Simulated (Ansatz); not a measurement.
# CH₂N (quartet): the correlation ladder, cc-pVDZ

The task here is to estimate one member of a computed series from the others.

Computed with Ansatz 0.2.0, Gaussian basis. Level: cc-pVDZ, core rule «outside noble gas», up to 2 orbitals frozen.

Plan: UHF; CCSD(T) on ROHF; CCSD(T) on UHF; BCCD(T) on ROHF; CISD; CCSDT(Q) on ROHF; CCSDT(Q) on UHF; CASSCF and MRCISD+Q, 11 electrons in 10 orbitals; CASSCF and NEVPT2, 11 electrons in 10 orbitals.

22 further runs of the same task are left out: 10 that didn't finish, 12 set aside as unsound or not needed.

## The geometry

The geometry is a PBE0/def2-TZVP stationary point (not a proven minimum).

4 atoms, charge 0, spin multiplicity 4.

Atoms are counted from 1 here; the program's logs count them from 0.

Bond lengths: N1–C2 1.365 Å, N1–H3 1.004 Å, N1–H4 1.004 Å. Angles: C2–N1–H3 120.7°, C2–N1–H4 120.7°, H3–N1–H4 118.6°.

Set-up of the first run:

The input, in.yaml:

```yaml
crystal:
  periodic: [false, false, false]
  atoms:
    - {symbol: N, position_ang: [0.000000, 0.000000, 0.548062]}
    - {symbol: C, position_ang: [0.000000, 0.000000, -0.817088]}
    - {symbol: H, position_ang: [0.000000, 0.863263, 1.060214]}
    - {symbol: H, position_ang: [0.000000, -0.863263, 1.060214]}
basis:
  gaussian: {orbitals: cc-pVDZ}
magnetization: {spin_polarized: true, initial_magnetization: 3}
hamiltonian: {xc: hf}
output: {orbitals: {seedname: orbitals}}
```

The run is started by

```bash
$ ansatz run in.yaml --threads 1 --pin off --events-out ev --progress --plain --max-ram 2393MiB
```

Steps of the session up to this table: UHF; CCSD(T) on ROHF; CCSD(T) on UHF; BCCD(T) on ROHF; CISD; CCSDT(Q) on ROHF; CCSDT(Q) on UHF; CASSCF and MRCISD+Q, 11 electrons in 10 orbitals; CASSCF and NEVPT2, 11 electrons in 10 orbitals.

One table of the session follows, with a row left open; its other results are not shown here.

| method | from UCCSDT(Q) (meV) |
| --- | --- |
| ROHF | +6991.3 |
| UHF | +6890.7 |
| RMP2 | +786.1 |
| UMP2 | +783.0 |
| CISD | +554.2 |
| RCCSD | +182.1 |
| UCCSD | +180.0 |
| RCCSD(T) | +27.8 |
| UCCSD(T) | +27.0 |
| BCCD(T) | +28.4 |
| RCCSDT | +13.7 |
| UCCSDT | +12.8 |
| RCCSDT(Q) | +1.4 |
| UCCSDT(Q) | 0 |
| CASSCF valence | +4945.2 |
| NEVPT2 valence | ? |
| MRCISD valence | +287.0 |
| MRCISD+Q valence | +27.0 |

Estimate the missing values for NEVPT2 valence.

**Answer.** from UCCSDT(Q) (meV): +929.5. In the column «from UCCSDT(Q) (meV)» it lies between RMP2 (+786.1) and CASSCF valence (+4945.2).

With the free atoms at the same levels and basis (separate runs), the atomisation energy is 8.440 eV at UCCSDT(Q), 8.429 eV at RCCSD(T), 8.427 eV at UCCSD(T), 6.035 eV at ROHF.

To keep in mind: Restricted and unrestricted rows rest on different reference determinants; where their highest levels disagree by more than a few hundredths of an eV, they describe different states and don't form one ladder.
